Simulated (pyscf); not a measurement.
Single points on ωB97X-D3(BJ)/def2-SVP structures (PySCF, gas phase).

**Question.** What is the homolytic dissociation enthalpy (298 K, ωB97M-D3(BJ)/def2-TZVP) of the F–Nb bond of H₂N–Nb(F)(Cl)(Cl)–Cl, to [H₂N–Nb(Cl)(Cl)–Cl]• + F•?

**Answer.** F–Nb to [H₂N–Nb(Cl)(Cl)–Cl]• + F•: 446.3 kJ/mol. The 7 functionals that were run give +442.0 (M06-2X) to +501.8 kJ/mol (PBE). The radicals are drawn with the spin at the cut bond; how far it spreads was not checked. Other isomers of [H₂N–Nb(Cl)(Cl)–Cl]• were not searched in full and may lie lower. Left out: the spin-orbit lowering of F. Open-shell species with a d-block atom are single-reference here; other states, and whether the spin sits on metal or ligand, were not checked. Elements past Kr carry the def2 core potentials, without spin-orbit coupling.
